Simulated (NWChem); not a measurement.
Everything below was run with NWChem. System: HCl, charge 0, spin multiplicity 1, displaced from the optimised geometry. Level: B3LYP/def2-TZVP, VWN1-RPA local correlation.

NWChem printed:

```
             Northwest Computational Chemistry Package (NWChem) 7.3.0
             --------------------------------------------------------

                                NWChem Input Module
                                -------------------

 Scaling coordinates for geometry "geometry" by  1.889725989
 (inverse scale =  0.529177249)

 Turning off AUTOSYM since
 SYMMETRY directive was detected!

                             Geometry "geometry" -> ""
                             -------------------------

 Output coordinates in angstroms (scale by  1.889725989 to convert to a.u.)

  No.       Tag          Charge          X              Y              Z
 ---- ---------------- ---------- -------------- -------------- --------------
    1 Cl                  17.0000     0.00000000     0.00000000     0.07282700
    2 H                    1.0000     0.00000000     0.00000000    -1.23806600

 Effective nuclear repulsion energy (a.u.)       6.8625076440

            Nuclear Dipole moment (a.u.)
            ----------------------------
        X                 Y               Z
 ---------------- ---------------- ----------------
     0.0000000000     0.0000000000    -0.0000132281

      Symmetry information
      --------------------

 Group name             C2v
 Group number             16
 Group order               4
 No. of unique centers     2

      Symmetry unique atoms

     1    2


 Summary of "ao basis" -> "" (spherical)
 ------------------------------------------------------------------------------
       Tag                 Description            Shells   Functions and Types
 ---------------- ------------------------------  ------  ---------------------
 *                         def2-tzvp                  on all atoms

                                 NWChem DFT Module
                                 -----------------

 Summary of "ao basis" -> "ao basis" (spherical)
 ------------------------------------------------------------------------------
       Tag                 Description            Shells   Functions and Types
 ---------------- ------------------------------  ------  ---------------------
 Cl                        def2-tzvp                13       37   5s5p2d1f
 H                         def2-tzvp                 4        6   3s1p

 Summary of "ao basis" -> "ao basis" (spherical)
 ------------------------------------------------------------------------------
       Tag                 Description            Shells   Functions and Types
 ---------------- ------------------------------  ------  ---------------------
 Cl                        def2-tzvp                13       37   5s5p2d1f
 H                         def2-tzvp                 4        6   3s1p

      Symmetry analysis of basis
      --------------------------

        a1         20
        a2          3
        b1         10
        b2         10

            General Information
            -------------------
          SCF calculation type: DFT
          Wavefunction type:  closed shell.
          No. of atoms     :     2
          No. of electrons :    18
           Alpha electrons :     9
            Beta electrons :     9
          Charge           :     0
          Spin multiplicity:     1
          Use of symmetry is: on ; symmetry adaption is: on
          Maximum number of iterations: 100
          AO basis - number of functions:    43
                     number of shells:    17
          Convergence on energy requested:  1.00D-06
          Convergence on density requested:  1.00D-05
          Convergence on gradient requested:  5.00D-04

              XC Information
              --------------
                         B3LYP Method XC Potential
                     Hartree-Fock (Exact) Exchange  0.200
                        Slater Exchange Functional  0.800 local
                    Becke 1988 Exchange Functional  0.720 non-local
              Lee-Yang-Parr Correlation Functional  0.810
                  VWN I RPA Correlation Functional  0.190 local

             Grid Information
             ----------------
          Grid used for XC integration:  xcoarse
          Radial quadrature: Mura-Knowles
          Angular quadrature: Lebedev.
[...]
     3     -0.154600  1 Cl s                 11     -0.081105  1 Cl pz

 Vector    8  Occ=2.000000D+00  E=-3.341635D-01  Symmetry=b1
              MO Center= -8.6D-16,  2.2D-31,  4.3D-02, r^2= 1.2D+00
   Bfn.  Coefficient  Atom+Function         Bfn.  Coefficient  Atom+Function
  ----- ------------  ---------------      ----- ------------  ---------------
    15      0.531679  1 Cl px                18      0.373849  1 Cl px
    12      0.265741  1 Cl px                 6     -0.211481  1 Cl px
     9     -0.097914  1 Cl px

 Vector    9  Occ=2.000000D+00  E=-3.341635D-01  Symmetry=b2
              MO Center= -8.4D-32, -1.2D-16,  4.3D-02, r^2= 1.2D+00
   Bfn.  Coefficient  Atom+Function         Bfn.  Coefficient  Atom+Function
  ----- ------------  ---------------      ----- ------------  ---------------
    16      0.531679  1 Cl py                19      0.373849  1 Cl py
    13      0.265741  1 Cl py                 7     -0.211481  1 Cl py
    10     -0.097914  1 Cl py

 Vector   10  Occ=0.000000D+00  E=-1.050539D-02  Symmetry=a1
              MO Center=  1.3D-16, -2.0D-16, -9.1D-01, r^2= 2.9D+00
   Bfn.  Coefficient  Atom+Function         Bfn.  Coefficient  Atom+Function
  ----- ------------  ---------------      ----- ------------  ---------------
    40      1.248971  2 H  s                  5     -0.768294  1 Cl s
    20      0.698241  1 Cl pz                39      0.302166  2 H  s
    17      0.293066  1 Cl pz                 4     -0.168097  1 Cl s
    14      0.158668  1 Cl pz                 3      0.152148  1 Cl s
    38      0.126920  2 H  s                  8     -0.114457  1 Cl pz

 Vector   11  Occ=0.000000D+00  E= 1.776203D-01  Symmetry=a1
              MO Center=  2.7D-15,  1.2D-15, -8.9D-01, r^2= 2.9D+00
   Bfn.  Coefficient  Atom+Function         Bfn.  Coefficient  Atom+Function
  ----- ------------  ---------------      ----- ------------  ---------------
    40      1.215958  2 H  s                 39     -1.100226  2 H  s
    20     -0.318155  1 Cl pz                28     -0.183294  1 Cl d  0
    23     -0.159867  1 Cl d  0              38     -0.125655  2 H  s
    17     -0.114592  1 Cl pz                 4     -0.097387  1 Cl s
     5     -0.047286  1 Cl s                 43     -0.043913  2 H  pz

 Vector   12  Occ=0.000000D+00  E= 3.388080D-01  Symmetry=b1
              MO Center= -3.1D-15,  4.7D-33,  5.0D-02, r^2= 3.2D+00
   Bfn.  Coefficient  Atom+Function         Bfn.  Coefficient  Atom+Function
  ----- ------------  ---------------      ----- ------------  ---------------
    18      1.359076  1 Cl px                15     -1.124977  1 Cl px
     6      0.166197  1 Cl px                12     -0.060321  1 Cl px
    29      0.058136  1 Cl d  1               9      0.032852  1 Cl px

 center of mass
 --------------
 x =   0.00000000 y =   0.00000000 z =   0.06822775

 moments of inertia (a.u.)
 ------------------
           6.011427514450           0.000000000000           0.000000000000
           0.000000000000           6.011427514450           0.000000000000
           0.000000000000           0.000000000000           0.000000000000

     Multipole analysis of the density
     ---------------------------------

     L   x y z        total         alpha         beta         nuclear
     -   - - -        -----         -----         ----         -------
     0   0 0 0     -0.000000     -9.000000     -9.000000     18.000000

     1   1 0 0     -0.000000     -0.000000     -0.000000      0.000000
     1   0 1 0     -0.000000     -0.000000     -0.000000      0.000000
     1   0 0 1     -0.498124     -0.249056     -0.249056     -0.000013

     2   2 0 0    -10.399058     -5.199529     -5.199529      0.000000
     2   1 1 0     -0.000000     -0.000000     -0.000000      0.000000
     2   1 0 1      0.000000      0.000000      0.000000      0.000000
     2   0 2 0    -10.399058     -5.199529     -5.199529      0.000000
     2   0 1 1      0.000000      0.000000      0.000000      0.000000
     2   0 0 2     -7.613540     -6.704638     -6.704638      5.795736

            General Information
            -------------------
          SCF calculation type: DFT
          Wavefunction type:  closed shell.
          No. of atoms     :     2
          No. of electrons :    18
           Alpha electrons :     9
            Beta electrons :     9
          Charge           :     0
          Spin multiplicity:     1
          Use of symmetry is: on ; symmetry adaption is: on
          Maximum number of iterations: 100
          AO basis - number of functions:    43
                     number of shells:    17
          Convergence on energy requested:  1.00D-06
          Convergence on density requested:  1.00D-05
          Convergence on gradient requested:  5.00D-04

              XC Information
              --------------
                         B3LYP Method XC Potential
                     Hartree-Fock (Exact) Exchange  0.200
                        Slater Exchange Functional  0.800 local
                    Becke 1988 Exchange Functional  0.720 non-local
              Lee-Yang-Parr Correlation Functional  0.810
                  VWN I RPA Correlation Functional  0.190 local

             Grid Information
             ----------------
          Grid used for XC integration:  xcoarse
          Radial quadrature: Mura-Knowles
          Angular quadrature: Lebedev.
          Tag              B.-S. Rad. Rad. Pts. Rad. Cut. Ang. Pts.
          ---              ---------- --------- --------- ---------
          Cl                  1.00       42           6.0       194
          H                   0.35       21           6.0       194
          Grid pruning is: on
          Number of quadrature shells:    63
          Spatial weights used:  Erf1

          Convergence Information
          -----------------------
          Convergence aids based upon iterative change in
          total energy or number of iterations.
          Levelshifting, if invoked, occurs when the
          HOMO/LUMO gap drops below (HL_TOL):  1.00D-02
          DIIS, if invoked, will attempt to extrapolate
          using up to (NFOCK): 10 stored Fock matrices.

                    Damping( 0%)  Levelshifting(0.5)       DIIS
                  --------------- ------------------- ---------------
          dE  on:    start            ASAP                start
          dE off:    2 iters        100 iters           100 iters

      Screening Tolerance Information
      -------------------------------
          Density screening/tol_rho:  1.00D-10
          AO Gaussian exp screening on grid/accAOfunc:  14
          CD Gaussian exp screening on grid/accCDfunc:  20
          XC Gaussian exp screening on grid/accXCfunc:  20
          Schwarz screening/accCoul:  1.00D-08

                            NWChem DFT Gradient Module
                            --------------------------

  charge          =   0.00
  wavefunction    = closed shell

  Using symmetry

                         DFT ENERGY GRADIENTS

    atom               coordinates                        gradient
                 x          y          z           x          y          z
   1 Cl      0.000000   0.000000   0.137623    0.000000   0.000000   0.016801
   2 H       0.000000   0.000000  -2.339605    0.000000   0.000000  -0.016801

                 ----------------------------------------
                 |  Time  |  1-e(secs)   |  2-e(secs)   |
                 ----------------------------------------
                 |  CPU   |       0.00   |       0.35   |
                 ----------------------------------------
                 |  WALL  |       0.00   |       0.35   |
                 ----------------------------------------

 Task  times  cpu:        1.1s     wall:        1.1s

 Total times  cpu:        1.1s     wall:        1.1s
```

Write an NWChem input that would produce this output.

One answer among several that fit: 
```
start mol
memory heap 200 mb stack 900 mb global 1100 mb
geometry units angstroms nocenter noautoz
  Cl     0.000000     0.000000     0.072827
  H      0.000000     0.000000    -1.238066
  symmetry group C2v
end
basis spherical
  * library def2-tzvp
end
dft
  xc b3lyp
  semidirect memsize 60000000 filesize 0
  iterations 100
  grid xcoarse
end
task dft gradient
```
